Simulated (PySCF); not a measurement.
# Electronic absorption of C5H8

C5H8.
SMILES: `C=C1CCC1`

Computed with TDDFT CAM-B3LYP/def2-SVPD, vertical, gas phase, core orbitals frozen in the response in PySCF. The structure is a single PBE0-D3(BJ)/def2-SVP conformer in the gas phase; no vibrational or solvent corrections.

| state | E (eV) | λ (nm) | f | \|μ\| (D) | symmetry | main configurations (H = HOMO, L = LUMO) |
| --- | --- | --- | --- | --- | --- | --- |
| S1 | 6.85 | 180.9 | 0.239 | 3.03 | A′ | H→L (79%), H→L+1 (11%) |
| S2 | 6.87 | 180.4 | 0.126 | 2.20 | A′ | H→L+1 (72%), H→L (17%), H→L+2 (8%) |
| S3 | 7.49 | 165.5 | 0.0005 | 0.13 | – | H-1→L (84%) |
| S4 | 7.56 | 164.0 | 0.0048 | 0.41 | A′ | H→L+2 (74%), H→L+1 (13%) |
| S5 | 7.83 | 158.4 | 0.0000 | 0.00 | – | H→L+3 (95%) |
| S6 | 8.10 | 153.1 | 0.0021 | 0.26 | A′ | H-2→L (87%) |
| S7 | 8.33 | 148.9 | 0.018 | 0.75 | A′ | H→L+4 (83%) |
| S8 | 8.51 | 145.7 | 0.0003 | 0.09 | – | H→L+7 (87%) |
| S9 | 8.63 | 143.7 | 0.020 | 0.79 | A″ | H-3→L (53%), H-1→L+1 (27%), H-1→L (10%) |
| S10 | 8.71 | 142.3 | 0.057 | 1.31 | A″ | H-1→L+1 (61%), H-3→L (30%) |

Triplets (Tamm–Dancoff): T1 4.19 eV, H→L (82%); T2 6.73 eV, H→L+1 (75%), H→L+2 (17%); T3 7.02 eV, H-1→L (82%); T4 7.43 eV, H→L+2 (68%), H→L+1 (12%).

The lowest singlet comes at 181 nm (661 kJ/mol) in the vacuum ultraviolet; it is strong; its leading configuration is HOMO→LUMO (79%). The lowest level is also the most intense of those listed (f = 0.239). Löwdin shares by element: HOMO carbon 82% or more (atoms not listed hold the other 18%); LUMO carbon 61% or more (atoms not listed hold the other 39%). The listed states span 1.86 eV, and the widest gap between neighbours is 0.62 eV (S2 to S3). Orbital energies (eV): HOMO-3 -11.10, HOMO-2 -10.74, HOMO-1 -10.18, HOMO -8.35, LUMO 1.28, LUMO+1 1.54, LUMO+2 1.96. The oscillator strengths of these states sum to 0.468; summed over the whole spectrum of an exact calculation they would give the number of electrons, 38 (Thomas–Reiche–Kuhn). All these states lie below the vertical ionisation energy of 9.22 eV (ΔSCF). Symmetry labels in Cs follow from the direction of the transition dipole and are given only for states with f of 0.002 or more. The window holds the lowest 10 singlets.

Hardware: an Intel Xeon Platinum 8488C with one thread, no GPU, on a shared host. Cost: 31 s, 0.87 GiB resident at most.
